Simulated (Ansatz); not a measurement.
## Solid chlorine

Computed with PBEsol-D3(BJ) (plane waves, PAW; Ansatz, an electronic-structure program).

Numerical settings: plane-wave cutoff 520 eV, 10×10×4 k mesh (along the axes of the cell as run), Fermi–Dirac smearing 0.01 eV, scalar-relativistic PAW data made under PBE.

Cell (relaxed at this level):

Space group Cmce (No. 64); a = 6.361 Å, b = 3.805 Å, c = 7.889 Å, α = 90.00°, β = 90.00°, γ = 90.00°

```tsv
atom	site	symmetry	x	y	z
Cl	8f	m..	0.0000	0.1322	0.1122
```
(The calculation used a cell of 4 atoms; values per cell refer to that cell.)

For solid chlorine, the bulk modulus comes out as 11.0 GPa and the band gap is 1.99 eV.

Note: the bulk modulus comes from volumes at which shape and atoms were relaxed.

The computed numbers hold no vibrational or temperature effects.

The result took roughly 4 core-minutes.
